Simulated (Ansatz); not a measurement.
Mulliken charges of `F/C=C/CF` from r2SCAN/def2-TZVPP in Ansatz (PBE0-D4/def2-TZVP geometry).

```csv
atom,x (Å),y (Å),z (Å),charge (e)
F1,-1.848,1.675,0.533,-0.200
C2,-0.668,1.126,0.227,0.107
C3,-0.524,-0.178,0.108,-0.150
C4,0.768,-0.830,-0.230,0.212
F5,1.775,0.098,-0.396,-0.244
H6,0.117,1.860,0.096,0.106
H7,-1.379,-0.829,0.261,0.081
H8,0.684,-1.402,-1.162,0.044
H9,1.076,-1.520,0.564,0.044
```

**Question.** By hand: the dipole of these point charges (1 e Å = 4.8032 D).

**Answer.** Σ q r = (0.085, -0.386, -0.046) e Å, of length 0.398 e Å = 1.91 D.

**Question.** How does the dipole of the full density compare? (Best estimate.)

**Answer.** Ansatz gave: (0.001, -0.337, -0.023) e Å, 1.62 D; the point charges give 1.18 times that, at 12° from its direction.

Point charges leave out the atoms' own dipoles, such as those of lone pairs, and Mulliken's split depends on the basis, so the two needn't agree.
